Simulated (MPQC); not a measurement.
# One shape, several levels: AlNH4 (SMILES [H][Al]([H])[NH2])

Wanted: a comparison of 4 runs (HF/STO-3G, HF/def2-SVP, B3LYP/6-31G*, PBE0/def2-SVP) of AlNH4. 

Program for the calculation: MPQC 2.3.1.

## (1) The molecule

AlNH4: 6 atoms, total charge 0, spin state singlet. As SMILES, `[H][Al]([H])[NH2]`. Geometry: a GFN2-xTB relaxation, a rough one for these elements and not checked as a minimum.

Bond lengths: Al1–N4 1.775 Å, Al1–H2 1.541 Å, Al1–H3 1.542 Å, N4–H5 1.014 Å, N4–H6 1.014 Å. Angles: Al1–N4–H5 127.0°, Al1–N4–H6 126.7°, H2–Al1–N4 121.7°, H3–Al1–N4 121.7°, H5–N4–H6 106.3°, H2–Al1–H3 116.6°.

## (2) Energy and forces at HF/STO-3G (run 1)

Contents of mol.in:

```
molecule<Molecule>: (
   symmetry = c1
   unit = angstrom
   { atoms geometry } = {
      Al [ 0.411220     0.709780     0.004090 ]
      H  [ 1.951140     0.754090     0.040220 ]
      H  [ -0.317540     2.068550    -0.020570 ]
      N  [ -0.477760    -0.827010    -0.006690 ]
      H  [ -0.803830    -1.337930    -0.819770 ]
      H  [ -0.763230    -1.367490     0.802720 ]
   }
)
basis<GaussianBasisSet>: (
   name = "STO-3G"
   molecule = $:molecule
   basisdir = "."
   puream = yes
)
mpqc: (
   checkpoint = no
   savestate = no
   restart = no
   do_energy = yes
   do_gradient = yes
   optimize = no
   mole<CLHF>: (
      molecule = $:molecule
      basis = $:basis
      total_charge = 0
      memory = 1000000000
      print_evals = yes
      print_npa = yes
      maxiter = 120
      value_accuracy = 1e-08
      guess_wavefunction<CLHF>: (
         molecule = $:molecule
         total_charge = 0
         memory = 1000000000
         value_accuracy = 1e-3
         basis<GaussianBasisSet>: (
            name = "MINI (Huzinaga)"
            molecule = $:molecule
         )
      )
   )
)
```

The basis set STO-3G is read from a file made from the Basis Set Exchange's data (not shown).

Run with:

```bash
mpqc mol.in > mol.out
```

The program printed:

```text
MPQC: Massively Parallel Quantum Chemistry
[...]
  LUMO is    13   A =   0.327178
  total scf energy = -295.0721891615
[...]
Value of the MolecularEnergy: -295.0721891615
  Gradient of the MolecularEnergy:
      1   -0.0085572744
      2   -0.0154860699
      3   -0.0000448456
      4    0.0299086441
      5    0.0042444326
      6    0.0002523399
      7   -0.0113987723
      8    0.0284411263
      9    0.0000205520
     10   -0.0045487073
     11   -0.0078002640
     12   -0.0003594849
[...]
      symmetry = c1
[...]
```

Run time: 0.18 s. Hardware: 1 thread of Arm Neoverse V2, shared host.

## (3) Energy and gradient at HF/def2-SVP (run 2)

Contents of job.in:

```
% AlH4N
molecule<Molecule>: (
   symmetry = c1
   unit = angstrom
   { atoms geometry } = {
      Al [ 0.411220 0.709780 0.004090 ]
      H  [ 1.951140 0.754090 0.040220 ]
      H  [ -0.317540 2.068550 -0.020570 ]
      N  [ -0.477760 -0.827010 -0.006690 ]
      H  [ -0.803830 -1.337930 -0.819770 ]
      H  [ -0.763230 -1.367490 0.802720 ]
   }
)
basis<GaussianBasisSet>: (
   name = "def2-SVP"
   molecule = $:molecule
   basisdir = "."
   puream = yes
)
mpqc: (
   checkpoint = no
   savestate = no
   restart = no
   do_energy = yes
   do_gradient = yes
   optimize = no
   mole<CLHF>: (
      molecule = $:molecule
      basis = $:basis
      total_charge = 0
      memory = 1000000000
      print_evals = yes
      print_npa = yes
      maxiter = 120
      value_accuracy = 1e-08
      guess_wavefunction<CLHF>: (
         molecule = $:molecule
         total_charge = 0
         memory = 1000000000
         value_accuracy = 1e-3
         basis<GaussianBasisSet>: (
            name = "MINI (Huzinaga)"
            molecule = $:molecule
         )
      )
   )
)
```

The basis set def2-SVP is read from a file made from the Basis Set Exchange's data (not shown).

Run with:

```bash
mpqc job.in > job.out
```

The program printed:

```text
MPQC: Massively Parallel Quantum Chemistry
[...]
  LUMO is    13   A =   0.059925
  total scf energy = -298.5808583579
[...]
Value of the MolecularEnergy: -298.5808583579
  Gradient of the MolecularEnergy:
      1    0.0022901195
      2    0.0034178288
      3    0.0000807943
      4   -0.0129843102
      5    0.0007066177
      6   -0.0006789568
      7    0.0069295473
      8   -0.0106049480
      9    0.0006070815
     10    0.0125689072
     11    0.0216194617
     12   -0.0000399642
[...]
      symmetry = c1
[...]
```

Wall time 2.4 s (1 thread of Arm Neoverse V2, shared host); peak memory 0.13 GiB.

## (4) Energy and gradient at B3LYP/6-31G(d) (spherical functions) (run 3)

Contents of mol.in:

```
molecule<Molecule>: (
    symmetry = c1
    unit = bohr
    { atoms geometry } = {
        Al [ 0.77709318 1.34128981 0.00772898 ]
        H  [ 3.68712023 1.42502357 0.07600478 ]
        H  [ -0.60006363 3.90899298 -0.03887167 ]
        N  [ -0.90283555 -1.56282240 -0.01264227 ]
        H  [ -1.51901855 -2.52832127 -1.54914079 ]
        H  [ -1.44229567 -2.58418158 1.51692095 ]
    }
)
basis<GaussianBasisSet>: (
    name = "6-31G*"
    molecule = $:molecule
    basisdir = "."
    puream = yes
)
mpqc: (
    checkpoint = no
    savestate = no
    restart = no
    do_energy = yes
    do_gradient = yes
    optimize = no
    mole<CLKS>: (
        molecule = $:molecule
        basis = $:basis
        total_charge = 0
        memory = 1000000000
        print_evals = yes
        print_npa = yes
        maxiter = 120
        value_accuracy = 1e-08
        functional<StdDenFunctional>: ( name = "B3LYP" )
        integrator<RadialAngularIntegrator>: ( grid = xfine )
        guess_wavefunction<CLHF>: (
            molecule = $:molecule
            total_charge = 0
            memory = 1000000000
            value_accuracy = 1e-3
            basis<GaussianBasisSet>: (
                name = "STO-3G"
                molecule = $:molecule
            )
        )
    )
)
```

The basis set 6-31G* is read from a file made from the Basis Set Exchange's data (not shown).

Run with:

```bash
mpqc -o mol.out mol.in
```

The program printed:

```text
MPQC: Massively Parallel Quantum Chemistry
[...]
  Integrated electron density error = -0.000290981197
  iter     1 energy = -299.3773717040 delta = 1.96282e-01
  Integrated electron density error = 0.000491629697
  iter     2 energy = -299.5300364476 delta = 3.86050e-02
[...]
  Integrated electron density error = -0.000000036996
  iter    10 energy = -299.5834339854 delta = 8.13335e-07
  Integrated electron density error = -0.000000036991
  iter    11 energy = -299.5834339854 delta = 8.06920e-08
  Integrated electron density error = -0.000000036991
  iter    12 energy = -299.5834339854 delta = 1.19257e-08
[...]
  LUMO is    13   A =  -0.049456
  total scf energy = -299.5834339854
[...]
  Integrated electron density error = -0.000000044762
  Total Gradient:
[...]
Value of the MolecularEnergy: -299.5834339854
  Gradient of the MolecularEnergy:
      1    0.0021135091
      2    0.0031044321
      3    0.0000846632
      4   -0.0155751718
      5    0.0001021686
      6   -0.0008993936
      7    0.0076940168
      8   -0.0131735943
      9    0.0007980877
     10    0.0093210038
     11    0.0161045718
     12   -0.0000425688
[...]
        symmetry = c1
[...]
```

It took 14 s on 1 thread of Arm Neoverse V2, shared host.

## (5) Energy and forces at PBE0/def2-SVP (run 4)

Contents of mol.in:

```
% emacs should use -*- KeyVal -*- mode
molecule<Molecule>: (
   symmetry = c1
   unit = angstrom
   { atoms geometry } = {
      Al [ 0.411220 0.709780 0.004090 ]
      H  [ 1.951140 0.754090 0.040220 ]
      H  [ -0.317540 2.068550 -0.020570 ]
      N  [ -0.477760 -0.827010 -0.006690 ]
      H  [ -0.803830 -1.337930 -0.819770 ]
      H  [ -0.763230 -1.367490 0.802720 ]
   }
)
basis<GaussianBasisSet>: (
   name = "def2-SVP"
   molecule = $:molecule
   basisdir = "."
   puream = yes
)
mpqc: (
   checkpoint = no
   savestate = no
   restart = no
   do_energy = yes
   do_gradient = yes
   optimize = no
   mole<CLKS>: (
      molecule = $:molecule
      basis = $:basis
      total_charge = 0
      memory = 1000000000
      print_evals = yes
      print_npa = yes
      maxiter = 120
      value_accuracy = 1e-08
      functional<SumDenFunctional>: (
         a0 = 0.25
         coefs = [ 0.75 1 ]
         funcs: [ <PBEXFunctional>: () <PBECFunctional>: () ]
      )
      integrator<RadialAngularIntegrator>: ( grid = xfine )
      guess_wavefunction<CLHF>: (
         molecule = $:molecule
         total_charge = 0
         memory = 1000000000
         value_accuracy = 1e-3
         basis<GaussianBasisSet>: (
            name = "STO-2G"
            molecule = $:molecule
         )
      )
   )
)
```

The basis set def2-SVP is read from a file made from the Basis Set Exchange's data (not shown).

Run with:

```bash
mpqc mol.in > mol.out
```

The program printed:

```text
MPQC: Massively Parallel Quantum Chemistry
[...]
  Integrated electron density error = -0.000372595622
  iter     1 energy = -299.0529854513 delta = 1.53342e-01
  Integrated electron density error = 0.000652919267
  iter     2 energy = -299.2734019372 delta = 2.84313e-02
[...]
  Integrated electron density error = 0.000000649204
  iter    10 energy = -299.2786743563 delta = 1.26822e-07
  Integrated electron density error = 0.000000649209
  iter    11 energy = -299.2786743563 delta = 2.63649e-08
  Integrated electron density error = 0.000000649209
  iter    12 energy = -299.2786743563 delta = 1.23535e-08
[...]
  LUMO is    13   A =  -0.041486
  total scf energy = -299.2786743563
[...]
  Integrated electron density error = 0.000000641317
  Total Gradient:
[...]
Value of the MolecularEnergy: -299.2786743563
  Gradient of the MolecularEnergy:
      1    0.0033145350
      2    0.0052219209
      3    0.0000866567
      4   -0.0154505050
      5    0.0007243480
      6   -0.0008220651
      7    0.0081739542
      8   -0.0127532198
      9    0.0007311602
     10    0.0061729139
     11    0.0106236229
     12   -0.0000623279
[...]
        symmetry = c1
[...]
```

Run time: 19 s. Hardware: 1 thread of Arm Neoverse V2, shared host; peak memory 0.14 GiB.

## (6) All runs side by side

| run | level | starting guess | integration grid | energy (Eh) | HOMO energy (eV) | LUMO energy (eV) | HOMO–LUMO gap (eV) | wall time |
| --- | --- | --- | --- | --- | --- | --- | --- | --- |
| 1 | HF/STO-3G | MINI (Huzinaga) | – | -295.072189 | -6.92 | 8.90 | 15.82 | 0.18 s |
| 2 | HF/def2-SVP | MINI (Huzinaga) | – | -298.580858 | -10.12 | 1.63 | 11.75 | 2.4 s |
| 3 | B3LYP/6-31G* (spherical functions) | STO-3G | xfine | -299.583434 | -6.18 | -1.35 | 4.83 | 14 s |
| 4 | PBE0/def2-SVP | STO-2G | xfine | -299.278674 | -6.61 | -1.13 | 5.48 | 19 s |

## (7) Summary of results

| quantity | value |
| --- | --- |
| run 4: total energy | -299.27867 Eh |
| run 4: HOMO energy | -6.61 eV |
| run 4: LUMO energy | -1.13 eV |
| run 4: HOMO–LUMO gap | 5.48 eV |
| run 4: largest force on an atom | 0.796 eV/Å |

The HOMO–LUMO gap runs from 4.83 eV (B3LYP/6-31G*) to 15.82 eV (HF/STO-3G). The two ends differ in method and basis. Totals of different functionals can't be ranked against each other. In run 1 the basis is minimal, so the values are rough. All runs together took 35 s, the longest 19 s.
